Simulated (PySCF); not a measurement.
# Working out the electron affinity of Cl

Cl⁻ [Ar] (1S) → Cl [Ne] 3s2 3p5 (2P). Calculation: PySCF 2.14, in dyall-acv3z (19s12p6d4f, 113 functions); the non-relativistic Hamiltonian (point nucleus). Frozen: 1s2; the 18 highest virtual orbitals dropped. Energies in hartree (1 hartree = 27.21139 eV):

```
             part  Cl⁻ (lower)   Cl (upper)
              UHF  -459.576532  -459.489437
MP2 opposite-spin    -0.386859    -0.355256
    MP2 same-spin    -0.141855    -0.126830
```

Q: What does Hartree-Fock give?

A: (-459.489437) − (-459.576532) = 0.087095 hartree = 2.370 eV.

Q: What do MP2 and SCS-MP2 (6/5 opposite-spin, 1/3 same-spin) give?

A: The opposite-spin parts differ by 0.860 eV and the same-spin parts by 0.409 eV. MP2: 2.370 + (0.860) + (0.409) = 3.639 eV. SCS-MP2: 2.370 + 1.2 × (0.860) + (0.409)/3 = 3.538 eV.

A first-order spin-orbit estimate adds -0.034 eV to MP2 (valence and next inner shell), giving 3.605 eV against 3.613 eV (measured; photodetachment measurements, as compiled on the Wikipedia data page of electron affinities).

What remains against the reference includes basis incompleteness, the frozen core and correlation beyond second order.
